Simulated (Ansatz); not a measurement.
A calculation on fluorite CeO2 returned lattice constant a 5.396 Å, bulk modulus 209 GPa.

For reference: lattice constant a 5.391 Å (measured, 0 K, extrapolated to 0 K; as tabulated in Stimac et al. (2024), arXiv:2411.06536); bulk modulus 220 ± 9 GPa (measured, room temperature, not corrected to a static lattice, our sources range from 220 to 230; as tabulated in High Pressure Brillouin Spectroscopy and X-ray Diffraction of Cerium Dioxide …).

Task: Which level of theory produced these numbers?
(A) PBE0 (Ansatz, a program for electronic structure)
(B) PBE+SOC (Ansatz)
(C) PBEsol-D3(BJ) (Ansatz)
(D) BLYP (Ansatz)

Result: A, PBE0 (Ansatz)

The others give: PBE+SOC 5.463 Å, 174 GPa; BLYP 5.536 Å, 161 GPa; PBEsol-D3(BJ) 5.368 Å, 200 GPa.

Unless a cell is named, each level is at its own relaxed cell (BLYP 14.14, PBE+SOC 13.59, PBE0 13.09, PBEsol-D3(BJ) 12.89 Å³/atom).

The crystal itself was run without spin with BLYP, PBEsol-D3(BJ), PBE0; a magnetic state was not tried in these runs.

Ansatz's density-functional and Hartree–Fock values are scalar-relativistic unless marked +SOC, with PAW data made under PBE.
